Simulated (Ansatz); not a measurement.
# GeAsH3 (H-bridged), singlet: reading a ladder of total energies

Geometry: a PBE0/def2-TZVP stationary point for this spin, not checked as a minimum.

```yaml
atoms:
  - { symbol: Ge, position_ang: [-0.0184, 0.0000, 1.1160] }
  - { symbol: As, position_ang: [-0.0047, 0.0000, -1.1350] }
  - { symbol: H, position_ang: [1.3379, 0.0000, -0.1370] }
  - { symbol: H, position_ang: [0.1701, 1.2375, 2.0381] }
  - { symbol: H, position_ang: [0.1701, -1.2375, 2.0381] }
```

Basis cc-pVTZ; Ansatz 0.2.0. Correlated methods freeze the noble-gas cores and the filled d shells of p-block atoms, which leaves 12 electrons in 100 orbitals. R marks a restricted (for open shells ROHF) determinant. No spin–orbit coupling is included, and no scalar relativity.

Full CI isn't at hand for all of this; RCCSDT(Q) serves as the reference, and is uncertain by about the last step of the cluster series.

Runs differ by some tens of microhartree through their thresholds, so steps under 0.03 kcal/mol mean nothing.

| level | total energy (hartree) |
| --- | --- |
| RHF | -4311.324966 |
| RMP2 | -4311.573630 |
| RCCSD | -4311.607324 |
| RCCSD(T) | -4311.620181 |
| RCCSDT | -4311.621399 |
| RCCSDT(Q) | -4311.622189 |

Question: What is the correlation energy at RCCSDT(Q), and what share of it do RMP2 and RCCSD recover?

Answer: E(corr) = -4311.622189 − (-4311.324966) = -0.297223 hartree = -8.088 eV. RMP2: -0.248664 / -0.297223 = 83.66 %. RCCSD: -0.282358 / -0.297223 = 95.00 %.

Question: By how many kcal/mol does RCCSD(T) miss RCCSDT(Q) (1 hartree = 627.509 kcal/mol), and which steps make up the rest?

Answer: -4311.620181 − (-4311.622189) = 0.002008 hartree = 1.26 kcal/mol. Steps: RCCSDT − RCCSD(T) = -0.76, RCCSDT(Q) − RCCSDT = -0.50 kcal/mol. Differences between like states or geometries often cancel part of this.
